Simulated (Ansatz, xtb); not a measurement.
## Relative energy of two isomers of CH3OSi+

We compare X, `[CH2+]O[SiH]`, a singlet, with Y, `C[Si+]=O`, a singlet. Both are isolated ions in the gas phase, relaxed with B3LYP-D3(BJ)/def2-SVP; the shapes shown needn't be the lowest conformers.

X (Å):

```yaml
atoms:
  - { symbol: C, position_ang: [1.3173, -1.0895, 1.0206] }
  - { symbol: O, position_ang: [0.5354, -0.3207, 0.4502] }
  - { symbol: Si, position_ang: [-0.7942, 0.7382, -0.1129] }
  - { symbol: H, position_ang: [0.0437, 1.0325, -1.3458] }
  - { symbol: H, position_ang: [1.2603, -2.1727, 0.8184] }
  - { symbol: H, position_ang: [2.0661, -0.6829, 1.7216] }
```

Y (Å):

```xyz
6

C    -4.1101    2.2350   -1.7441
O    -2.1097    0.8653    0.5531
Si   -3.0111    1.4826   -0.4821
H    -5.1356    2.2564   -1.3334
H    -4.0620    1.6100   -2.6539
H    -3.7448    3.2577   -1.9476
```

Task: Which of the two would you expect CCSD(T)/def2-TZVPP electronic energies to favour?

Result: Structure Y; the calculation gives E(Y) − E(X) = −17.6 kcal/mol.

The same difference at several levels:

```csv
level,geometry,E(Y) − E(X) (kcal/mol),departure from the last row (kcal/mol),"job, with rough time for the two"
GFN2-xTB,GFN2-xTB,−44.3,−26.7,"optimisation, 0.14 s"
HF/STO-3G,GFN2-xTB,+7.6,+25.1,"single point, 0.2 s"
r2SCAN-D4/def2-SVP,GFN2-xTB,−18.0,−0.4,"single point, 2.7 s"
B3LYP-D3(BJ)/def2-SVP,B3LYP-D3(BJ)/def2-SVP,−6.8,+10.7,"optimisation, 23 s"
HF/def2-TZVPP,B3LYP-D3(BJ)/def2-SVP,+1.1,+18.6,part of the CCSD(T) run
MP2/def2-TZVPP,B3LYP-D3(BJ)/def2-SVP,−27.4,−9.9,part of the CCSD(T) run
CCSD(T)/def2-TZVPP,B3LYP-D3(BJ)/def2-SVP,−17.6,,"single point, 39 s"
```

As drawn, Y has 1 C–Si, 1 O=Si, 1 C–H in place of 1 C–O, 1 O–Si, 1 Si–H.

HF/STO-3G, HF/def2-TZVPP put the two in the other order. The largest departure from CCSD(T)/def2-TZVPP is that of GFN2-xTB, 26.7 kcal/mol.

With harmonic frequencies from B3LYP-D3(BJ)/def2-SVP (ideal gas, rigid rotor, one conformer each, 400 K, 1 atm): on the last row, ΔE + ΔZPE = −16.0, ΔH = −16.2, ΔG = −14.7 kcal/mol.

The T1 diagnostic of structures X and Y is large, so the coupled-cluster value is less sure. The correlated steps freeze 7 core orbitals. Codes used: Ansatz 0.2.0, xtb 6.7.1; the last row on 1 thread of Arm Neoverse V1 on a shared host.
